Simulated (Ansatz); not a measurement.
System: thioethanol, C2H6S, charge 0, multiplicity 1. SMILES: C(C)S
Structure (B3LYP-D3(BJ)/def2-TZVP (Ansatz, a quantum-chemistry and plane-wave program) minimum search):
```
C
H 1 1.0895
H 1 1.0895 2 108.66
C 1 1.5216 2 110.62 3 -121.62
H 4 1.0912 1 111.13 2 -59.55
H 4 1.0912 5 108.12 1 122.21
H 4 1.0914 5 108.11 6 116.82
S 1 1.8346 2 108.91 3 118.50
H 8 1.3430 1 97.16 2 -59.17
```
Charge 0, spin multiplicity 1.

Property: atomisation energy (electronic, to ground-state atoms), in kJ/mol. Valence correlation only, unless marked. Open shells are spin-unrestricted. No spin-orbit coupling. Non-relativistic. The coupled-cluster limit lacks core correlation, which all-electron functionals hold. CBS marks a two-point X^-3 extrapolation of the correlation energy; Hartree-Fock from the larger set. [CCSD(T)-MP2]/basis is that difference in the basis named.

```tsv
level	program	atomisation energy (kJ/mol)
HF/aug-cc-pV(D+d)Z	Ansatz	2372.6
SVWN5/def2-TZVPD	Ansatz	3640.0
BLYP-D4/def2-TZVPD	Ansatz + dftd4	3194.6
r2SCAN-D4/def2-TZVPD	Ansatz + dftd4	3218.7
B3LYP-D3(BJ)/def2-TZVPD	Ansatz + dftd3	3219.0
PBE0/STO-3G	Ansatz	3886.7
HSE06-D3(BJ)/def2-TZVPD	Ansatz + dftd3	3228.0
```

Estimate the value at RI-MP2/CBS(aug-cc-pV(T+d)Z,aug-cc-pV(Q+d)Z)+[CCSD(T)-MP2]/aug-cc-pV(T+d)Z as computed with Ansatz.

3220.9 kJ/mol
